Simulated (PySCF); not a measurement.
Species: C₃H₉N, SMILES `CN(C)C` (charge 0, multiplicity 1).

Give the dipole moment, HOMO–LUMO gap and LUMO at the level PySCF 2.14.0 with PBE-D3(BJ)/def2-TZVP // PBE-D3(BJ)/def2-SVP.


The dipole moment comes out as 0.33 D, the HOMO–LUMO gap comes out as 5.10 eV and the LUMO is 0.32 eV.
